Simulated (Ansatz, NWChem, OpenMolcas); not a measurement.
## Abstraction of Cl: C3H5Cl + CF3 → C3H5 + CClF3

Gas-phase species: C3H5Cl (2-chloropropene) `C=C(C)Cl`, singlet; CF3 (trifluoromethyl radical) `F[C](F)F`, doublet; C3H5 `C=[C]C`, doublet; CClF3 `FC(F)(F)Cl`, singlet. A radical takes Cl: the energy is the difference in strength between two C–Cl bonds in different surroundings.

Shapes, held fixed at every level: PBE0-D4/def2-TZVP. Programs: Ansatz 0.2.0, NWChem 7.3.0, OpenMolcas 26.06. A level may come from different programs for different species; with the same settings they agree closely. The zero-point and thermal change to 298 K, harmonic and unscaled (PBE0-D4/def2-TZVP), is -5.7 kJ/mol.

```tsv
level	kind	ΔH(298 K) (kJ/mol)
HF/def2-SVP	Hartree–Fock	+14.5
SPW92/def2-TZVPP	LDA	+27.1
PBE-D4/def2-TZVPP	GGA	+31.2
PBE0/def2-SVP	global hybrid	+21.6
PBE0-D4/def2-TZVPP	global hybrid	+30.8
r2SCAN0-D4/def2-TZVPP	global hybrid	+26.8
wB97M-V/def2-TZVPP	range-separated hybrid	+23.6
B2PLYP/def2-TZVPP	double hybrid	+33.1
```

B2PLYP/def2-TZVPP gives ΔH(298 K) = +33.1 kJ/mol; the levels span +14.5 to +33.1. The median of the levels is +27.0. No measured value is set beside it here. Spin contamination: C3H5 (⟨S²⟩ up to 0.91). Open shells run unrestricted.
